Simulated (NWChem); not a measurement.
All runs are NWChem calculations. System: HF, charge 0, spin multiplicity 1, displaced from the optimised geometry. Level: BP86/def2-SVP.

Job file:

```
start mol
memory heap 200 mb stack 900 mb global 1100 mb
geometry units angstroms nocenter noautoz
  F      0.000000     0.000000     0.095094
  H      0.000000     0.000000    -0.855842
  symmetry group C2v
end
basis spherical
  * library def2-svp
end
dft
  xc becke88 perdew86
  semidirect memsize 60000000 filesize 0
  iterations 100
  vectors input hcore
end
task dft gradient
```

Part of the output:

```
             Northwest Computational Chemistry Package (NWChem) 7.3.0
             --------------------------------------------------------

                                NWChem Input Module
                                -------------------

 Scaling coordinates for geometry "geometry" by  1.889725989
 (inverse scale =  0.529177249)

 Turning off AUTOSYM since
 SYMMETRY directive was detected!

                             Geometry "geometry" -> ""
                             -------------------------

 Output coordinates in angstroms (scale by  1.889725989 to convert to a.u.)

  No.       Tag          Charge          X              Y              Z
 ---- ---------------- ---------- -------------- -------------- --------------
    1 F                    9.0000     0.00000000     0.00000000     0.09509400
    2 H                    1.0000     0.00000000     0.00000000    -0.85584200

 Effective nuclear repulsion energy (a.u.)       5.0083236317

            Nuclear Dipole moment (a.u.)
            ----------------------------
        X                 Y               Z
 ---------------- ---------------- ----------------
     0.0000000000     0.0000000000     0.0000075589

      Symmetry information
      --------------------

 Group name             C2v
 Group number             16
 Group order               4
 No. of unique centers     2

      Symmetry unique atoms

     1    2


 Summary of "ao basis" -> "" (spherical)
 ------------------------------------------------------------------------------
       Tag                 Description            Shells   Functions and Types
 ---------------- ------------------------------  ------  ---------------------
 *                          def2-svp                  on all atoms

  perdew86 is a nonlocal functional; adding perdew81 local functional.

                                 NWChem DFT Module
                                 -----------------

 Summary of "ao basis" -> "ao basis" (spherical)
 ------------------------------------------------------------------------------
       Tag                 Description            Shells   Functions and Types
 ---------------- ------------------------------  ------  ---------------------
 F                          def2-svp                 6       14   3s2p1d
 H                          def2-svp                 3        5   2s1p

 Summary of "ao basis" -> "ao basis" (spherical)
 ------------------------------------------------------------------------------
       Tag                 Description            Shells   Functions and Types
 ---------------- ------------------------------  ------  ---------------------
 F                          def2-svp                 6       14   3s2p1d
 H                          def2-svp                 3        5   2s1p

      Symmetry analysis of basis
      --------------------------

        a1         10
        a2          1
        b1          4
        b2          4

            General Information
            -------------------
          SCF calculation type: DFT
          Wavefunction type:  closed shell.
          No. of atoms     :     2
          No. of electrons :    10
           Alpha electrons :     5
            Beta electrons :     5
          Charge           :     0
          Spin multiplicity:     1
          Use of symmetry is: on ; symmetry adaption is: on
          Maximum number of iterations: 100
          AO basis - number of functions:    19
                     number of shells:     9
          Convergence on energy requested:  1.00D-06
          Convergence on density requested:  1.00D-05
          Convergence on gradient requested:  5.00D-04

              XC Information
              --------------
                    Becke 1988 Exchange Functional  1.000
                Perdew 1981 Correlation Functional  1.000 local
                Perdew 1986 Correlation Functional  1.000 non-local

             Grid Information
             ----------------
          Grid used for XC integration:  medium
          Radial quadrature: Mura-Knowles
          Angular quadrature: Lebedev.
          Tag              B.-S. Rad. Rad. Pts. Rad. Cut. Ang. Pts.
          ---              ---------- --------- --------- ---------
          F                   0.50       49           5.0       434
          H                   0.35       45           5.0       434
          Grid pruning is: on
          Number of quadrature shells:    94
          Spatial weights used:  Erf1

          Convergence Information
          -----------------------
          Convergence aids based upon iterative change in
          total energy or number of iterations.
          Levelshifting, if invoked, occurs when the
          HOMO/LUMO gap drops below (HL_TOL):  1.00D-02
          DIIS, if invoked, will attempt to extrapolate
          using up to (NFOCK): 10 stored Fock matrices.

                    Damping( 0%)  Levelshifting(0.5)       DIIS
                  --------------- ------------------- ---------------
          dE  on:    start            ASAP                start
          dE off:    2 iters        100 iters           100 iters

      Screening Tolerance Information
      -------------------------------
          Density screening/tol_rho:  1.00D-10
          AO Gaussian exp screening on grid/accAOfunc:  14
          CD Gaussian exp screening on grid/accCDfunc:  20
          XC Gaussian exp screening on grid/accXCfunc:  20
          Schwarz screening/accCoul:  1.00D-08

      Non-variational initial energy
      ------------------------------

 Total energy =       5.008324
[...]
  Numbering of irreducible representations:

     1 a1          2 a2          3 b1          4 b2

  Orbital symmetries:

     1 a1          2 a1          3 a1          4 b1          5 b2
     6 a1          7 b2          8 b1          9 a1         10 a2
    11 a1         12 a1         13 b2         14 b1         15 a1

 !! scf_movecs_sym_adapt:    8 vectors were symmetry contaminated

  Symmetry fudging

 !! scf_movecs_sym_adapt:    8 vectors were symmetry contaminated

   convergence    iter        energy       DeltaE   RMS-Dens  Diis-err    time
 ---------------- ----- ----------------- --------- --------- ---------  ------
 d= 0,ls=0.0,diis     1    -94.1143451614 -9.91D+01  5.14D-01  3.32D+01     0.0
 d= 0,ls=0.5,diis     2    -92.9901141436  1.12D+00  4.15D-01  4.90D+01     0.0
 d= 0,ls=0.5,diis     3   -100.1388320261 -7.15D+00  1.88D-02  2.80D+00     0.1
 d= 0,ls=0.5,diis     4   -100.2523399658 -1.14D-01  1.01D-02  1.33D+00     0.1
 d= 0,ls=0.5,diis     5   -100.3189667081 -6.66D-02  1.03D-02  4.37D-01     0.1
  Resetting Diis
 d= 0,ls=0.5,diis     6   -100.3509050118 -3.19D-02  2.05D-03  1.08D-02     0.1
 d= 0,ls=0.5,diis     7   -100.3518647451 -9.60D-04  5.87D-04  1.25D-04     0.1
 d= 0,ls=0.5,diis     8   -100.3518981644 -3.34D-05  2.53D-04  4.98D-05     0.1
 d= 0,ls=0.5,diis     9   -100.3519054066 -7.24D-06  1.08D-04  3.72D-06     0.1
 d= 0,ls=0.5,diis    10   -100.3519064539 -1.05D-06  5.12D-05  8.04D-07     0.1
 d= 0,ls=0.5,diis    11   -100.3519066960 -2.42D-07  2.47D-05  2.41D-07     0.1
 d= 0,ls=0.5,diis    12   -100.3519067593 -6.33D-08  1.20D-05  6.72D-08     0.1
 d= 0,ls=0.5,diis    13   -100.3519067752 -1.58D-08  5.90D-06  1.96D-08     0.1

         Total DFT energy =     -100.351906779348
      One electron energy =     -150.228584455316
           Coulomb energy =       55.705335157993
    Exchange-Corr. energy =      -10.836981113686
 Nuclear repulsion energy =        5.008323631661

 Numeric. integr. density =        9.999999295028

     Total iterative time =      0.1s

                  Occupations of the irreducible representations
                  ----------------------------------------------

                     irrep           alpha         beta
                     --------     --------     --------
                     a1                3.0          3.0
                     a2                0.0          0.0
                     b1                1.0          1.0
                     b2                1.0          1.0

                       DFT Final Molecular Orbital Analysis
                       ------------------------------------

 Vector    3  Occ=2.000000D+00  E=-4.546198D-01  Symmetry=a1
              MO Center=  1.1D-17,  1.3D-16,  8.5D-03, r^2= 6.0D-01
   Bfn.  Coefficient  Atom+Function         Bfn.  Coefficient  Atom+Function
  ----- ------------  ---------------      ----- ------------  ---------------
     6      0.555185  1 F  pz                15      0.381494  2 H  s
     3     -0.296927  1 F  s                  9     -0.284804  1 F  pz
     2     -0.177069  1 F  s                  1     -0.092720  1 F  s
    16      0.074061  2 H  s                 19      0.034596  2 H  pz

 Vector    4  Occ=2.000000D+00  E=-3.123752D-01  Symmetry=b2
              MO Center=  2.0D-31, -4.4D-16,  7.7D-02, r^2= 4.4D-01
   Bfn.  Coefficient  Atom+Function         Bfn.  Coefficient  Atom+Function
  ----- ------------  ---------------      ----- ------------  ---------------
     5      0.667677  1 F  py                 8     -0.473111  1 F  py
    18     -0.033725  2 H  py

 Vector    5  Occ=2.000000D+00  E=-3.123751D-01  Symmetry=b1
              MO Center= -3.8D-16,  1.7D-31,  7.7D-02, r^2= 4.4D-01
   Bfn.  Coefficient  Atom+Function         Bfn.  Coefficient  Atom+Function
  ----- ------------  ---------------      ----- ------------  ---------------
     4      0.667677  1 F  px                 7     -0.473111  1 F  px
    17     -0.033725  2 H  px

 Vector    6  Occ=0.000000D+00  E= 2.189829D-02  Symmetry=a1
              MO Center=  3.9D-17,  8.8D-17, -9.8D-01, r^2= 1.7D+00
   Bfn.  Coefficient  Atom+Function         Bfn.  Coefficient  Atom+Function
  ----- ------------  ---------------      ----- ------------  ---------------
    16      1.100284  2 H  s                  3     -0.562043  1 F  s
     9      0.342303  1 F  pz                 6     -0.324645  1 F  pz
    15      0.274014  2 H  s                  2     -0.160114  1 F  s
     1     -0.084031  1 F  s                 19     -0.026444  2 H  pz

 Vector    7  Occ=0.000000D+00  E= 5.074935D-01  Symmetry=a1
              MO Center=  7.0D-17,  7.8D-17, -8.4D-01, r^2= 1.4D+00
   Bfn.  Coefficient  Atom+Function         Bfn.  Coefficient  Atom+Function
  ----- ------------  ---------------      ----- ------------  ---------------
    15      1.283990  2 H  s                 16     -1.106472  2 H  s
     6     -0.382078  1 F  pz                19     -0.197623  2 H  pz
     3      0.194829  1 F  s                  9      0.130540  1 F  pz
     2     -0.120819  1 F  s                 12      0.076714  1 F  d  0
     1     -0.034443  1 F  s

 Vector    8  Occ=0.000000D+00  E= 1.058133D+00  Symmetry=b2
              MO Center= -6.4D-18, -2.9D-15, -5.2D-02, r^2= 8.8D-01
   Bfn.  Coefficient  Atom+Function         Bfn.  Coefficient  Atom+Function
  ----- ------------  ---------------      ----- ------------  ---------------
     8      0.910853  1 F  py                 5      0.903640  1 F  py
    18      0.245153  2 H  py

 center of mass
 --------------
 x =   0.00000000 y =   0.00000000 z =   0.08917628

 moments of inertia (a.u.)
 ------------------
           3.090560539467           0.000000000000           0.000000000000
           0.000000000000           3.090560539467           0.000000000000
           0.000000000000           0.000000000000           0.000000000000

     Multipole analysis of the density
     ---------------------------------

     L   x y z        total         alpha         beta         nuclear
     -   - - -        -----         -----         ----         -------
     0   0 0 0     -0.000000     -5.000000     -5.000000     10.000000

     1   1 0 0     -0.000000     -0.000000     -0.000000      0.000000
     1   0 1 0     -0.000000     -0.000000     -0.000000      0.000000
     1   0 0 1     -0.724949     -0.362478     -0.362478      0.000008

     2   2 0 0     -4.023172     -2.011586     -2.011586      0.000000
     2   1 1 0     -0.000000     -0.000000     -0.000000      0.000000
     2   1 0 1     -0.000000     -0.000000     -0.000000      0.000000
     2   0 2 0     -4.023172     -2.011586     -2.011586      0.000000
     2   0 1 1     -0.000000     -0.000000     -0.000000      0.000000
     2   0 0 2     -2.575534     -2.740925     -2.740925      2.906316

            General Information
            -------------------
          SCF calculation type: DFT
          Wavefunction type:  closed shell.
          No. of atoms     :     2
          No. of electrons :    10
           Alpha electrons :     5
            Beta electrons :     5
          Charge           :     0
          Spin multiplicity:     1
          Use of symmetry is: on ; symmetry adaption is: on
          Maximum number of iterations: 100
          AO basis - number of functions:    19
                     number of shells:     9
          Convergence on energy requested:  1.00D-06
          Convergence on density requested:  1.00D-05
          Convergence on gradient requested:  5.00D-04

              XC Information
              --------------
                    Becke 1988 Exchange Functional  1.000
                Perdew 1981 Correlation Functional  1.000 local
                Perdew 1986 Correlation Functional  1.000 non-local

             Grid Information
             ----------------
          Grid used for XC integration:  medium
          Radial quadrature: Mura-Knowles
          Angular quadrature: Lebedev.
          Tag              B.-S. Rad. Rad. Pts. Rad. Cut. Ang. Pts.
          ---              ---------- --------- --------- ---------
          F                   0.50       49           5.0       434
          H                   0.35       45           5.0       434
          Grid pruning is: on
          Number of quadrature shells:    94
          Spatial weights used:  Erf1

          Convergence Information
          -----------------------
          Convergence aids based upon iterative change in
          total energy or number of iterations.
          Levelshifting, if invoked, occurs when the
          HOMO/LUMO gap drops below (HL_TOL):  1.00D-02
          DIIS, if invoked, will attempt to extrapolate
          using up to (NFOCK): 10 stored Fock matrices.

                    Damping( 0%)  Levelshifting(0.5)       DIIS
                  --------------- ------------------- ---------------
          dE  on:    start            ASAP                start
          dE off:    2 iters        100 iters           100 iters

      Screening Tolerance Information
      -------------------------------
          Density screening/tol_rho:  1.00D-10
          AO Gaussian exp screening on grid/accAOfunc:  14
          CD Gaussian exp screening on grid/accCDfunc:  20
          XC Gaussian exp screening on grid/accXCfunc:  20
          Schwarz screening/accCoul:  1.00D-08

                            NWChem DFT Gradient Module
                            --------------------------

  charge          =   0.00
  wavefunction    = closed shell

  Using symmetry

                         DFT ENERGY GRADIENTS

    atom               coordinates                        gradient
                 x          y          z           x          y          z
   1 F       0.000000   0.000000   0.179702    0.000000   0.000000   0.017743
   2 H       0.000000   0.000000  -1.617307    0.000000   0.000000  -0.017743

                 ----------------------------------------
                 |  Time  |  1-e(secs)   |  2-e(secs)   |
                 ----------------------------------------
                 |  CPU   |       0.00   |       0.01   |
                 ----------------------------------------
                 |  WALL  |       0.00   |       0.01   |
                 ----------------------------------------

 Task  times  cpu:        0.1s     wall:        0.1s

 Total times  cpu:        0.1s     wall:        0.1s
```
